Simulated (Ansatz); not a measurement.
C2H3Cl, SMILES `C[C]Cl` (triplet; the order of the spin states depends on the level) (charge 0, multiplicity 3). This triplet lies 0.40 eV above the relaxed singlet at the level frozen-core CCSD(T)/cc-pVTZ // B3LYP-D3(BJ)/def2-TZVP (Ansatz, a first-principles code); other levels give the other order.

Calculation: B3LYP/cc-pVTZ // B3LYP-D3(BJ)/def2-TZVP (Ansatz).

Ansatz 0.2 input:
```yaml
crystal:
  periodic: [false, false, false]
  atoms:
    - { symbol: C, position_ang: [-0.512393, 0.037421, -0.043171] }
    - { symbol: C, position_ang: [0.807791, -0.583456, -0.232131] }
    - { symbol: Cl, position_ang: [2.310139, -0.040313, 0.268144] }
    - { symbol: H, position_ang: [-1.278566, -0.591723, -0.499773] }
    - { symbol: H, position_ang: [-0.760108, 0.150218, 1.020258] }
    - { symbol: H, position_ang: [-0.566863, 1.027853, -0.513328] }
basis:
  gaussian: { orbitals: cc-pVTZ }
hamiltonian:
  xc: b3lyp
magnetization:
  spin_polarized: true
  initial_magnetization: 2
```

Output:

```
Functional definition: B3LYP
796 factors; their error is unknown
mean field evaluation 1: about -14636.0761 eV, gradient 3.9e1 eV
mean field evaluation 2: about -14627.3465 eV, gradient 5.5e1 eV
mean field evaluation 4: about -14643.7406 eV, gradient 4.3e0 eV
mean field evaluation 8: about -14643.8278 eV, gradient 7.0e-2 eV
mean field evaluation 16: about -14643.8799 eV, gradient 1.1e-4 eV
mean field -14643.87987133 eV, -538.1526592931 hartree, gradient 1.3e-5 eV, S^2 2.006838; 0 other end points of the search recorded, 0 dependent functions left out
reference -14643.88009585 eV, -538.1526675440 hartree; 17, 15 occupied and 119, 121 virtual orbitals, 796 factors
Total energy: -14643.88009585 eV, -538.1526675440 hartree
```
